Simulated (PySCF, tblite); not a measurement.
**A complex of hydrogen chloride and chloride**

A gas-phase complex of hydrogen chloride and chloride; charge -1, singlet. The structure comes from a short search (6 tight-binding starts) and was relaxed by PBE0-D3(BJ)/def2-TZVPD; another way of binding may lie lower. Frequencies by PBE0-D3(BJ)/def2-TZVPD show no clear imaginary mode.

Parts: 1 = hydrogen chloride (Cl), atoms 1–2; 2 = chloride ([Cl-]), atoms 3, charge -1.

```xyz
3

Cl    0.633   -0.112   -0.020
H    -0.877    0.278    0.053
Cl   -2.389    0.669    0.126
```
Atoms count from 1 in this order.

Contacts between parts, classed by geometry: H2···Cl3 1.563 Å (hydrogen bond, 180°).

Interaction energies are complex less parts, with the parts frozen as they stand in it; counterpoise-corrected, in kcal/mol (PySCF). The CCSD(T) estimate is Hartree-Fock/aug-cc-pVQZ, plus the MP2 correlation part extrapolated as X⁻³ from aug-cc-pVTZ and aug-cc-pVQZ, plus CCSD(T) less MP2 in aug-cc-pVDZ; noble-gas cores are frozen. It isn't the exact limit.

Problem. Give the interaction energy at each level run.

Solution. 
```tsv
level	interaction	superposition error removed
Hartree-Fock/aug-cc-pVQZ	-36.61	-
MP2/aug-cc-pVQZ	-43.96	-1.03
CCSD(T), estimated basis limit	-41.32	-
```

Problem. What holds them together? Decompose the MP2/aug-cc-pVQZ energy: frozen parts, their antisymmetrised product, then relaxation.

Solution. electrostatic -46.1, Pauli repulsion +75.5, orbital relaxation -66.0, correlation -8.4 kcal/mol, which sum to the value before the counterpoise correction, the first three by Hartree-Fock. Of the attraction, 55 % is orbital relaxation, 38 % is electrostatic, 7 % is correlation.

The parts were also relaxed and run alone, at the levels used for the complex: shieldings by PBE0/aug-pcSseg-3; core levels by delta-SCF with SCAN, aug-pcX-2 on the ionised atom and aug-pcseg-1 elsewhere, spin-free X2C (2p3/2 is the spin-free 2p value less a third of a first-order spin-orbit splitting).

Problem. What does binding change?

Solution. 
| property | alone | in the complex | change |
| --- | --- | --- | --- |
| Cl1–H2 bond (Å) | 1.279 | 1.561 | +0.282 |
| shielding of H2 (ppm) | 30.77 | 12.70 | -18.07 |
| shielding of Cl3 (ppm) | 1149.3 | 900.6 | -248.7 |
| shielding of Cl1 (ppm) | 946.5 | 900.4 | -46.0 |
| Cl1 2p3/2 core level (eV) | 207.41 | 199.42 | -7.99 |

Density functionals tend to overstate the lengthening and the red shift of so strongly bound an X–H bond.

The 3 runs behind this took 56 s in all, one thread each of Arm Neoverse N1 on a shared host, launched as `OMP_NUM_THREADS=1 python cluster_run.py task.json out`.
